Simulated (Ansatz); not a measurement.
input.yaml

```yaml
crystal:
  periodic: [false, false, false]
  atoms:
    - { symbol: "N", position_ang: [-1.60288, 0.47385, 0.10459] }
    - { symbol: C, position_ang: [-0.46319, 0.19446, -0.02478] }
    - { symbol: "N", position_ang: [0.73625, 0.00958, -0.25422] }
    - { symbol: H, position_ang: [1.32982, -0.67789, 0.1744] }
magnetization:
  spin_polarized: true
  initial_magnetization: 1
basis:
  gaussian: { orbitals: def2-SVP }
hamiltonian:
  xc: pbe
relax:
  f_tol: 0.02
  max_steps: 40
```

Launched with:

```bash
$ ansatz run input.yaml --threads 1 --pin off --max-ram 2048MiB --backend cpu --events-out ev --progress --plain --runs-dir out
```

Hardware: 1 thread of Arm Neoverse N1, with other jobs on the host.

Roughly how long does this run take, and how much memory?

15 s, with a peak of 0.11 GiB, for 7 ionic steps.
